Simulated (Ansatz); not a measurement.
Worked example: GaSi, sextet against GaSi, quartet

Geometry (PBE0/def2-TZVP stationary point of a quartet), kept for both states (GaSi, quartet: Σ⁻; GaSi, sextet: Π):

```
atom   x (Å)   y (Å)   z (Å)
  Si  0.0000  0.0000  0.0000
  Ga  0.0000  0.0000  2.4181
```

Basis cc-pVDZ; Ansatz 0.2.0. Correlated methods freeze the noble-gas cores and the filled d shells of p-block atoms. Prefix R: restricted or restricted open-shell reference. No spin–orbit coupling is included, and no scalar relativity.

Full CI is exact within this basis and frozen core; it isn't the basis-set limit.

```json
{"level": "RCCSD(T)", "E(GaSi, quartet) (hartree)": "-2212.228606", "E(GaSi, sextet) (hartree)": "-2212.077421"}
{"level": "PBE", "E(GaSi, quartet) (hartree)": "-2213.800587", "E(GaSi, sextet) (hartree)": "-2213.628111"}
{"level": "B3LYP", "E(GaSi, quartet) (hartree)": "-2214.303133", "E(GaSi, sextet) (hartree)": "-2214.123674"}
{"level": "full CI", "E(GaSi, quartet) (hartree)": "-2212.230500", "E(GaSi, sextet) (hartree)": "-2212.078808"}
```

Give the vertical gap, GaSi sextet less GaSi quartet, at each level in eV (1 hartree = 27.2114 eV), and each error against full CI.

full CI: (-2212.078808 − (-2212.230500)) × 27.2114 = 4.128 eV (the reference)
B3LYP: (-2214.123674 − (-2214.303133)) × 27.2114 = 4.883 eV, error 0.755 eV
PBE: (-2213.628111 − (-2213.800587)) × 27.2114 = 4.693 eV, error 0.565 eV
RCCSD(T): (-2212.077421 − (-2212.228606)) × 27.2114 = 4.114 eV, error -0.014 eV

Total energies of functionals can't be set beside those of wave-function methods, since they hold the core's correlation and their own absolute errors; only the differences compare.

In so small a basis the reference is far from its limit while semilocal and hybrid functionals are nearer theirs, so the functionals' errors here hold much of the reference's basis and frozen-core error, which can add to them or hide them.

Each level lands on the state that its own search finds. T1 diagnostics of restricted CCSD: 0.035 and 0.037.
